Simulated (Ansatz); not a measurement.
Rock-salt SnTe (cubic form, which distorts at low temperature), treated with PBE in Ansatz (plane waves, PAW).

Settings: plane-wave cutoff 520 eV, 20×20×20 k mesh, Fermi–Dirac smearing 0.05 eV, scalar-relativistic PAW data made under PBE.

Computed at the level's own relaxed cell.

Estimate the polycrystal shear modulus (Hill average), elastic constant C44, elastic constant C12, elastic constant C11 and Voigt–Reuss–Hill bulk modulus that the calculation returns.


- polycrystal shear modulus (Hill average) = 27.6 GPa
- elastic constant C44 = 16.5 GPa
- elastic constant C12 = 3.16 GPa
- elastic constant C11 = 115 GPa
- Voigt–Reuss–Hill bulk modulus = 40.4 GPa

Measured, for comparison: elastic constant C44 9.69 GPa, elastic constant C12 2.1 GPa, elastic constant C11 109 GPa (temperature not stated, not corrected to a static lattice; as tabulated in Oses et al. (2018), arXiv:1811.08464). Computed (rounded) less measured: elastic constant C44 +70 %, elastic constant C12 +50 %, elastic constant C11 +6 %. A static lattice is as a rule a little smaller and stiffer than an uncorrected measurement, which narrows the difference in the elastic constant C11 and would widen misses of the other sign.

Note: the solid has no gap at this level, which affects its response; symmetry holds this phase in the static calculation, where it need not be a minimum.

Elastic constants are with the ions relaxed.

Spin–orbit coupling is not included.

The computed numbers hold no vibrational or temperature effects.

Ansatz is a first-principles code.
